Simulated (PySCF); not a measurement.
Complex of hydrogen fluoride and carbon dioxide

The system is a cluster of hydrogen fluoride and carbon dioxide, neutral, singlet.

| part | name | SMILES | atoms | charge | multiplicity |
| --- | --- | --- | --- | --- | --- |
| 1 | hydrogen fluoride | F | 1–2 | 0 | 1 |
| 2 | carbon dioxide | O=C=O | 3–5 | 0 | 1 |

```csv
atom,part,x (Å),y (Å),z (Å)
F1,1,-0.1974,0.4650,-0.1558
H2,1,-0.0250,-0.4029,0.1123
O3,2,0.3119,-2.2492,0.6802
C4,2,0.3447,-3.3608,1.0055
O5,2,0.3795,-4.4666,1.3294
```

In these coordinates H2···O3 is 1.961 Å. Part 2 is then moved rigidly along that line, all else held; at short range other atoms may come into contact.

The starting structure comes from a short search with a few starts; no frequency run checks that it is a minimum, and another way of binding may lie lower.

Level of theory: CCSD(T)/aug-cc-pVDZ and MP2/aug-cc-pVTZ, aug-cc-pVQZ counterpoise interaction energy, frozen core, gas phase, in PySCF 2.14.0. Geometry: PBE0-D3(BJ)/def2-TZVPD.

Counterpoise energies in kcal/mol, cluster less the parts frozen as they stand in it; small is aug-cc-pVDZ, large aug-cc-pVQZ. Estimated limit: HF in aug-cc-pVQZ, MP2 correlation extrapolated as X⁻³ from aug-cc-pVTZ and aug-cc-pVQZ, and CCSD(T) less MP2 in aug-cc-pVDZ; it isn't the exact limit.

Results

```json
{"H2···O3 (Å)": "1.765", "HF large": "-1.42", "MP2 large": "-2.30", "SCS-MP2 large": "-1.88", "CCSD(T) small": "-1.79", "CCSD(T) limit est.": "-2.43"}
{"H2···O3 (Å)": "1.863", "HF large": "-2.02", "MP2 large": "-2.69", "SCS-MP2 large": "-2.36", "CCSD(T) small": "-2.36", "CCSD(T) limit est.": "-2.83"}
{"H2···O3 (Å)": "1.961", "HF large": "-2.30", "MP2 large": "-2.82", "SCS-MP2 large": "-2.55", "CCSD(T) small": "-2.61", "CCSD(T) limit est.": "-2.95"}
{"H2···O3 (Å)": "2.059", "HF large": "-2.40", "MP2 large": "-2.78", "SCS-MP2 large": "-2.57", "CCSD(T) small": "-2.66", "CCSD(T) limit est.": "-2.90"}
{"H2···O3 (Å)": "2.157", "HF large": "-2.37", "MP2 large": "-2.64", "SCS-MP2 large": "-2.48", "CCSD(T) small": "-2.60", "CCSD(T) limit est.": "-2.76"}
{"H2···O3 (Å)": "2.451", "HF large": "-1.99", "MP2 large": "-2.06", "SCS-MP2 large": "-1.97", "CCSD(T) small": "-2.10", "CCSD(T) limit est.": "-2.14"}
{"H2···O3 (Å)": "2.942", "HF large": "-1.29", "MP2 large": "-1.24", "SCS-MP2 large": "-1.21", "CCSD(T) small": "-1.29", "CCSD(T) limit est.": "-1.28"}
{"H2···O3 (Å)": "3.922", "HF large": "-0.56", "MP2 large": "-0.49", "SCS-MP2 large": "-0.49", "CCSD(T) small": "-0.52", "CCSD(T) limit est.": "-0.51"}
```

The 8 runs took 7.7 min in all, one thread each of Intel Xeon 6975P-C on a shared host, launched as `OMP_NUM_THREADS=1 python cluster_run.py task.json out`.
